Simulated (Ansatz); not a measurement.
# Cost against result

The pair of H2O (SMILES O, atoms 1–3) and SO2 (SMILES O=S=O, atoms 4–6), both closed shells, in one local arrangement (a lower one may exist), relaxed at PBE0-D4/def2-TZVP:

```xyz
6
angstrom
O -0.0172 0.2889 -1.3096
H -0.5526 -0.4768 -1.5370
H 0.8952 0.0204 -1.4509
O -1.1926 -0.5715 1.4082
S -0.2595 0.5147 1.3328
O 1.1267 0.2244 1.5567
```

Interaction energies are counterpoise-corrected; the time is that of the whole pair.

Computed with Ansatz 0.2.0 (basis: as named in each row); correlated methods freeze the cores. B3LYP uses VWN-RPA correlation. Extrapolation: Hartree–Fock as exp(−7.88 √X), correlation as X^−2.97.

Times are rough, for one single point on 4 threads of a shared host (Arm Neoverse V2).

The estimate by CCSD(T) at an estimated basis limit (MP2 extrapolated from triple and quadruple zeta, plus CCSD(T) − MP2 in triple zeta) is -4.03 kcal/mol.

```csv
method,basis,time (s),interaction energy (kcal/mol),method less estimate
HF,STO-3G,under 1,-0.43,3.60
PBE-D4,STO-3G,under 1,-2.12,1.91
SPW92,def2-SVP,under 1,-8.83,-4.80
PBE-D4,def2-SVP,under 1,-5.89,-1.86
B3LYP-D4,6-31G,under 1,-7.35,-3.32
PBE0-D4,def2-SVP,under 1,-6.13,-2.10
CCSD(T),def2-SVP,under 1,-2.40,1.63
PBE-D4,def2-TZVPPD,1,-4.90,-0.87
revPBE-D4,def2-TZVPPD,1,-4.37,-0.34
BLYP-D4,def2-TZVPPD,1,-4.37,-0.34
PBE0-D4,def2-TZVPPD,2,-5.06,-1.03
wB97M-V,def2-SVP,2,-5.89,-1.86
B3LYP-D4,def2-TZVPPD,2,-4.78,-0.75
HSE06-D4,def2-TZVPPD,2,-5.01,-0.98
r2SCAN-D4,def2-TZVPPD,2,-5.31,-1.28
B2PLYP,def2-TZVPPD,3,-3.19,0.84
wB97X-V,def2-TZVPPD,4,-4.72,-0.69
B97M-V,def2-TZVPPD,4,-4.79,-0.76
wB97M-V,def2-TZVPPD,5,-4.86,-0.83
MP2,def2-QZVPPD,8,-3.55,0.48
CCSD(T),def2-TZVPPD,45,-3.24,0.79
```

No T1 diagnostic of these runs exceeds 0.022. The restricted Hartree–Fock reference is unstable towards an unrestricted one at one or more of these structures.
